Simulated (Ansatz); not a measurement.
Relaxation of FLi (2 atoms, charge 0, multiplicity 1), to a largest force component of 0.02 eV/Å in at most 40 steps.

Level of theory: RKS PBE-D4/def2-TZVP (Ansatz).

```xyz
2
Properties=species:S:1:pos:R:3
Li -0.730 0.215 -0.385
F 0.760 -0.275 0.389
```

**Question.** Where does it end, and by what steps?

**Answer.** The run converged. After 4 steps the energy has fallen by 0.179 eV; Li1 moved furthest, 0.09 Å.

| step | energy less start (eV) | largest force component (eV/Å) | accepted |
| --- | --- | --- | --- |
| 0 | 0.0000 | 1.491 | yes |
| 1 | -0.1232 | 0.950 | yes |
| 2 | -0.1746 | 0.288 | yes |
| 3 | -0.1785 | 0.043 | yes |
| 4 | -0.1786 | 0.003 | yes |

```xyz
2
Properties=species:S:1:pos:R:3
Li -0.655 0.190 -0.346
F 0.684 -0.250 0.350
```

Whether the end is a true minimum wasn't checked by a vibrational analysis.

Time of the run: 1.2 s on 1 CPU thread of a shared host.
